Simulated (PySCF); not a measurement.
# Shapes and spin states of Li₃

These are results of PBE0 in PySCF with Li def2-TZVP; no relativity; density-fitted integrals, not measurements.

Relaxations began from a few typed shapes and spin states; open shells are unrestricted. The search is not exhaustive: other isomers or separated fragments can lie lower, and high-lying points may rest on an excited occupation.

Problem. Which is the lowest minimum found?
A. quartet D∞h: no bonded pair; 
B. quartet D3h: Li–Li 3.248 Å (×3); Li–Li–Li 60.0° (×3)
C. doublet C2v: Li–Li 2.812 Å (×2), Li–Li 3.366 Å; Li–Li–Li 53.2° (×2), Li–Li–Li 73.5°

Solution. C. The others lie at 106.6 (quartet D3h), 123.4 (quartet D∞h) kJ/mol above it.
